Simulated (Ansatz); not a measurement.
Two isomers of C5H7F: A = `CC1(C)C=C1F`, B = `FC1=CCCC1`.

Program: Ansatz. Geometries: PBE0-D4/def2-TZVP. ΔE: electronic, gas phase. CCSD(T)/CBS adds triple-zeta CCSD(T) − MP2 to the extrapolated MP2 energy (def2 sets, frozen cores). DFT in def2-TZVPP.

Q: Which is lower in electronic energy at CCSD(T)/CBS, and by how much? (An estimate is asked.)

A: Ansatz gave: B, by 217.6 kJ/mol.

Q: Give E(B) − E(A) in kJ/mol with B2PLYP, r2SCAN-D4, CCSD/def2-TZVPP, ωB97M-V, PBE0-D4, HF/def2-TZVPP, PBE-D4. (Estimate.)

A: Computed: B2PLYP -213.1, r2SCAN-D4 -212.5, CCSD/def2-TZVPP -221.6, ωB97M-V -216.7, PBE0-D4 -217.2, HF/def2-TZVPP -232.5, PBE-D4 -204.7. None reverses the order clearly.

Largest T1 diagnostic: 0.011.

In def2-TZVPP, CCSD(T) changes the Hartree–Fock value by +14.4 kJ/mol (the triples alone add +3.6 kJ/mol) and MP2 by +20.0 kJ/mol. From PBE to PBE0 (25 % exact exchange), in def2-TZVPP and without D4, E(B) − E(A) moves by −12.9 kJ/mol.
